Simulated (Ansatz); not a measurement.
## Elastic constant C66 of 1T (CdI2-type) SnSe2 at several levels of theory

No measured value is used here.

```csv
level (code),value (GPa),cell (Å³/atom)
LDA (Ansatz),38.4,24.56
PBEsol (Ansatz),[?],25.90
r²SCAN (Ansatz),38.4,27.80
HSE06-D3(BJ) (Ansatz),44.1,24.65
```

Q: What belongs in the gaps?

A: 
- PBEsol (Ansatz, a first-principles code), value (GPa): 37.0

LDA: LDA has no dispersion term either, though it tends to give short spacings of layers, chains or molecules. PBEsol, r²SCAN: the cell comes from a level without a dispersion term, which matters for the spacing of layers, chains or molecules. HSE06-D3(BJ): the dispersion coefficients are held fixed in the derivatives. Each level is taken at its own relaxed cell. Cutoffs and k meshes differ between the levels. Ansatz's density-functional and Hartree–Fock values are scalar-relativistic unless marked +SOC, with PAW data made under PBE.
